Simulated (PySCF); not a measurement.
**MgCl+, a cluster of ions: interaction energy**

The task here is to estimate one member of a computed series from the others.

Computed with PySCF 2.14.0; each step states its level. No surroundings beyond the atoms listed, unless a continuum is named. Atoms count from 0, parts from 1.

## The system as given

2 atoms, charge 1, multiplicity 1; geometry: GFN2-xTB. Parts: 1 = atom 0, `[Mg+2]`, charge 2; 2 = atom 1, `[Cl-]`, charge -1.

Set-up of the first run:

The job: settings as JSON, then the geometry in Å.

```
{"job": {"xc": "PBE0", "basis": "def2-SVPD", "d3": "d3bj", "grid": 2, "kind": "geom", "shake": 0.01}, "charge": 1, "multiplicity": 1, "parts": [{"atoms": "0-0", "charge": 2, "multiplicity": 1}, {"atoms": "1-1", "charge": -1, "multiplicity": 1}]}
Mg     0.086125     0.097969     0.024108
Cl     1.020384     1.924152     0.308974
```

Run with:

```console
OMP_NUM_THREADS=1 python cluster_run.py task.json out
```

The driver reads the jobs from task.json and runs them one after another.

Steps of the session up to this table: Optimising the geometry at PBE0-D3(BJ)/def2-SVPD; Coupled-cluster interaction energy: CCSD(T) and MP2, 2.14 Å; Coupled-cluster interaction energy: CCSD(T) and MP2, 2.36 Å; Coupled-cluster interaction energy: CCSD(T) and MP2, 2.04 Å; Coupled-cluster interaction energy: CCSD(T) and MP2, 2.68 Å; Coupled-cluster interaction energy: CCSD(T) and MP2, 1.93 Å; Coupled-cluster interaction energy: CCSD(T) and MP2, 3.21 Å; Coupled-cluster interaction energy: CCSD(T) and MP2, 4.29 Å.

One table of the session follows, with a row left open; its other results are not shown here.

It belongs to the step «Coupled-cluster interaction energy: CCSD(T) and MP2, 4.29 Å». 

| method | interaction energy (kcal/mol) |
| --- | --- |
| HF/aug-cc-pVDZ | -206.15 |
| MP2/aug-cc-pVDZ | -238.83 |
| CCSD/aug-cc-pVDZ | -250.19 |
| CCSD(T)/aug-cc-pVDZ | -263.89 |
| HF/aug-cc-pVTZ | -207.02 |
| MP2/aug-cc-pVTZ | -239.61 |
| SCS-MP2/aug-cc-pVTZ | ? |
| MP2, extrapolated | -239.57 |
| CCSD(T), limit estimate | -264.63 |

Estimate the missing values for SCS-MP2/aug-cc-pVTZ.

The run gave: interaction energy (kcal/mol): -246.69. In the column «interaction energy (kcal/mol)» it lies between CCSD/aug-cc-pVDZ (-250.19) and MP2/aug-cc-pVTZ (-239.61).

In this run the core of Mg (2s2p) is correlated, in a basis without core functions; only the other cores are frozen.

Limits of these values: At 3.21 Å a test (T1, the size of the triples or of CCSD(T) less MP2, charge moved between the parts) flags the run, so its CCSD(T) estimate is not taken as a benchmark. At 4.29 Å a test (T1, the size of the triples or of CCSD(T) less MP2, charge moved between the parts) flags the run, so its CCSD(T) estimate is not taken as a benchmark.
